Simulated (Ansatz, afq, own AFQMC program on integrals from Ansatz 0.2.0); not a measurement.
Integrals from Ansatz 0.2.0, then the random walk in our own AFQMC program (afq).

```yaml
crystal:
  periodic: [false, false, false]
  atoms:
    - {symbol: O, position_ang: [0.000000, 0.000000, 0.000000]}
    - {symbol: O, position_ang: [0.000000, 0.000000, 1.192971]}
basis:
  gaussian: {orbitals: 6-31G}
magnetization: {spin_polarized: false}
correlation: {method: ccsd_t, electrons: outside_noble_gas, hamiltonian_folder: ham}
```

```sh
$ ansatz run in.yaml --threads 1 --pin off --events-out ev --progress --plain --max-ram 1843MiB
```

afq runs on the folder ham with

```
--method phaseless --trial hf --walkers 400 --populations 1 --least-time 40 --time-step 0.005 --steps-per-block 20 --equilibration-blocks 112 --max-blocks 600 --target-error 0.00126 --factor-cut 1e-05 --seed 7687 --taylor-order 6
```

Times are imaginary, in 1/Eh. The walk had a cap of 286 s.

Log:

```
orbitals 16  electrons 6 6  factors 90 of 155
reference energy -149.46172053 Eh
CCSD correlation -0.26065343 Eh in 12 cycles, weight of the determinant in the CISD state 0.8887
energy of the start -149.461721 Eh
 block  time / (1/Eh)  mean weight  energy / Eh
     1     0.100  1.0022  -149.530687
     2     0.200  1.0021  -149.575946
     3     0.300  1.0021  -149.603005
     4     0.400  1.0007  -149.620627
     5     0.500  1.0018  -149.647419
    10     1.000  1.0009  -149.678104
    86     8.600  1.0010  -149.717563
   171    17.100  0.9992  -149.725284
   222    22.200  0.9991  -149.691708
   256    25.600  1.0007  -149.750694
   324    32.400  1.0008  -149.777834
   341    34.100  0.9997  -149.756014
   426    42.600  0.9975  -149.733933
   511    51.100  1.0007  -149.773644
   596    59.600  1.0003  -149.709674
   681    68.100  0.9996  -149.698311
   698    69.800  1.0000  -149.750771
blocks merged  error / Eh  count
     1  0.001019  600
     2  0.001297  300
     4  0.001608  150
     8  0.001872  75
    16  0.002023  37
    32  0.002283  18
    64  0.001946  9
energy -149.733300 +/- 0.002283 Eh
(rows thinned)
```

The run passed its tests (sampling time, drift between the halves within three errors, error under three times the target), which doesn't prove that it has relaxed.

Against this walk (error 62.1 meV) on the same determinant: CCSD(T) 55.0 meV higher (within the noise), CCSDT(Q) 243.6 meV lower, CCSDTQ 197.9 meV lower, full CI (a separate run on its own orbitals, whose frozen core shifts it by up to a few meV) 209.9 meV lower, a separate phaseless walk with a CISD trial and standard settings 51.9 ± 64.1 meV lower (within the noise). The error is statistical and leaves out the bias of the constraint. Full CI is exact here, so the walk's 210 meV above it is the walk's own error: the bias of the constraint with this trial. The determinant is a poor start (see the cautions), so the low cluster orders aren't to be relied on, and full CI is the sure value.

Cautions: constraint bias not in the error; error above the target (62.1 against 34.3 meV); higher spins were not checked; restricted determinant unstable towards unrestricted (UHF 1.47 eV lower, ⟨S²⟩ 1.01); (Q) is large, 166 meV, so the cluster series hasn't closed; the CCSDT(Q) amplitudes may be one of several solutions (largest double 0.74); the CCSDTQ amplitudes may be one of several solutions (largest double 0.97); the determinant fills πx and πy unequally, so it mixes two states of the linear molecule, and each level undoes that mixture to a different degree, while full CI gives the lower state, and by Hund's rule a triplet of that filling probably lies lower still; CCSDTQ on the UHF determinant differs (1.16 eV lower), perhaps since the unrestricted series falls towards higher spin; full CI with its own frozen core.

The walk took 2.1 min on 1 thread of Arm Neoverse V1, with other jobs on the host. The log's last line is the phaseless energy.

CCSDT and higher add their correlation energy to the determinant of the CCSD(T) run, since their own runs factorise the integrals more tightly (a shift of under 2 meV).
